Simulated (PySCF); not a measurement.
How far are cheaper levels from CCSD(T)/CBS for Cl2?

PySCF; the state is a singlet (closed shell). The composite is CCSD(T) extrapolated to the basis-set limit from two correlation-consistent sets, with core-valence (CV) and scalar-relativistic (SR) terms as its label shows; it has no spin–orbit coupling and nothing beyond (T). Here it is CCSD(T)/CBS(TQ)+CV+SR. It gives Re = 1.987 Å, ωe = 564 cm⁻¹ and De = 2.57 eV to Cl + Cl.

```tsv
level	basis	relativity	Re (Å)	ωe (cm⁻¹)	De (eV)
RHF	def2-SVPD	no relativity	2.021	563	0.46
RHF-MP2	3-21G	no relativity	2.257	448	0.98
RHF-SCS-MP2	3-21G	no relativity	2.262	440	1.01
RHF-SCS-MP2	def2-TZVPP	no relativity	2.000	563	2.36
RHF-CCSD(T)	cc-pV(D+d)Z	no relativity	2.035	513	1.89
PBE	def2-SVPD	no relativity	2.059	487	2.52
PBE	def2-TZVPPD	no relativity	2.006	543	2.85
PBE0	def2-TZVPPD	no relativity	1.980	581	2.59
B97-3	6-31G(d,p)	no relativity	2.025	546	2.22
B2PLYP	6-31G(d,p)	no relativity	2.031	527	1.95
```

Q: Give the difference of each row from the composite.

A: 

| level | basis | ΔRe (pm) | Δωe (%) | ΔDe (eV) |
| --- | --- | --- | --- | --- |
| RHF | def2-SVPD | +3.4 | -0.2 | -2.11 |
| RHF-MP2 | 3-21G | +27.0 | -20.6 | -1.59 |
| RHF-SCS-MP2 | 3-21G | +27.5 | -22.0 | -1.56 |
| RHF-SCS-MP2 | def2-TZVPP | +1.3 | -0.2 | -0.21 |
| RHF-CCSD(T) | cc-pV(D+d)Z | +4.8 | -9.0 | -0.68 |
| PBE | def2-SVPD | +7.2 | -13.7 | -0.05 |
| PBE | def2-TZVPPD | +1.9 | -3.7 | +0.28 |
| PBE0 | def2-TZVPPD | -0.7 | +3.0 | +0.02 |
| B97-3 | 6-31G(d,p) | +3.8 | -3.2 | -0.35 |
| B2PLYP | 6-31G(d,p) | +4.4 | -6.6 | -0.62 |

Q: Which rows come closest in De?

A: PBE0 in def2-TZVPPD (+0.02 eV), counted from the composite.

Measured (Huber and Herzberg, Constants of Diatomic Molecules (1979)): Re = 1.9879 Å, ωe = 559.72 cm⁻¹; the composite is off by -0.6 mÅ and +4.1 cm⁻¹.

Correlated steps freeze 10 core orbitals. Correlated levels converge slowly with the basis: in double zeta they bind strong bonds too weakly, by up to about 1 eV, and carry superposition errors of some tenths. Where the molecule has an RHF reference, its open-shell atoms are computed with UHF. B2PLYP dipoles, levels and charges come from its SCF part alone. 3-21G is very small, so such numbers show the basis as much as the molecule.
